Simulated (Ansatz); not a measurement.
AlNH4 (AlH2(NH2)): methods side by side

AlNH4: 6 atoms, total charge 0, spin state singlet. As SMILES, `[H][Al]([H])[NH2]`. The shape comes from GFN2-xTB, which is rough for such elements, and wasn't checked as a minimum.

```xyz
6

Al    0.4112    0.7098    0.0041
H     1.9511    0.7541    0.0402
H    -0.3175    2.0686   -0.0206
N    -0.4778   -0.8270   -0.0067
H    -0.8038   -1.3379   -0.8198
H    -0.7632   -1.3675    0.8027
```

Each level gives the energy change with the N4–H6 bond stretched from 1.014 to 1.268 Å (eV). The values are calculated.

| level | kind | program | value (eV) | less FCI/STO-3G |
| --- | --- | --- | --- | --- |
| SVWN5/STO-3G (restricted) | LDA | Ansatz | 0.87 | +0.03 |
| PBE/STO-3G (restricted) | GGA | Ansatz | 0.81 | -0.03 |
| r2SCAN0/STO-3G (restricted) | hybrid meta-GGA | Ansatz | 1.02 | +0.18 |
| CAM-B3LYP/STO-3G (restricted) | range-separated hybrid | Ansatz | 0.94 | +0.10 |
| wB97M-V/STO-3G (restricted) | range-separated hybrid | Ansatz | 0.94 | +0.10 |
| B2PLYP/STO-3G (restricted) | double hybrid | Ansatz | 0.93 | +0.09 |
| RPA@PBE/STO-3G (restricted) | RPA | Ansatz | 0.75 | -0.09 |
| CCSDT/STO-3G (restricted) | coupled cluster or CI | Ansatz | 0.84 | 0.00 |
| CCSDTQ/STO-3G (restricted) | coupled cluster or CI | Ansatz | 0.84 | 0.00 |
| FCI/STO-3G | exact in the basis | Ansatz | 0.84 | 0.00 |

FCI/STO-3G is exact within its basis and frozen core, so for wave-function methods in that basis the difference is their error; functionals converge differently with the basis, so for them it is only a difference. The first shape isn't each level's own minimum. The values span 0.75 to 1.02 eV. All rows use very small basis sets, so even the best lies far from the true value.
